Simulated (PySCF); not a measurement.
# Ionising Cl2

RHF; basis Cl def2-TZVPPD; no relativity; PySCF 2.14. Neutral (RHF): singlet (closed shell), Re = 1.975 Å, ωe = 617 cm⁻¹, De = 0.82 eV, HOMO -12.05 eV, LUMO 0.72 eV.

Cl₂⁺ (UHF): doublet (π ↑), Re = 1.858 Å, ωe = 750 cm⁻¹, De = 1.76 eV to Cl⁺ + Cl. The energies at the minima are -918.98455 hartree for Cl2 and -918.58637 for Cl₂⁺.

(1) Work out the adiabatic ionisation energy, without and with harmonic zero-point energies (1 hartree = 27.2114 eV, 1 eV = 8065.5 cm⁻¹), and the change of the bond length.

Cl₂⁻ (UHF): doublet (σ ↑), Re = 2.637 Å, ωe = 249 cm⁻¹. The energies at the minima are -918.98455 hartree for Cl2 and -919.06318 for Cl₂⁻.

(2) Work out the adiabatic electron affinity, without and with harmonic zero-point energies (1 hartree = 27.2114 eV, 1 eV = 8065.5 cm⁻¹), and the change of the bond length.

Where the molecule has an RHF reference, its open-shell atoms are computed with UHF. Hartree–Fock leaves out correlation, which carries a large part of most bond energies and some tenths to 1 eV of ionisation energies. States were picked by a PBE0 search and need not be the measured ground states.

Neutral and ion stand on different kinds of reference determinant, which adds to the error of the difference.

## Answers

(1) At HF: 0.39818 hartree = 10.835 eV between the minima; the zero-point term (750.0 − 617.0)/2 cm⁻¹ = +0.008 eV makes it 10.843 eV. Re changes by -11.7 pm against the neutral. Minus the HOMO energy is 12.05 eV, +1.21 eV from the value between the minima; Hartree–Fock orbital energies leave out relaxation and correlation. The electron leaves a π orbital, and the shorter bond of the ion fits an antibonding orbital, or a change in how ionic the bond is.

(2) At HF: 0.07863 hartree = 2.140 eV between the minima; the zero-point term (617.0 − 249.0)/2 cm⁻¹ = +0.023 eV makes it 2.162 eV. Re changes by +66.2 pm against the neutral. The electron enters a σ orbital, and the ion is left as a loose complex of an ion and an atom.
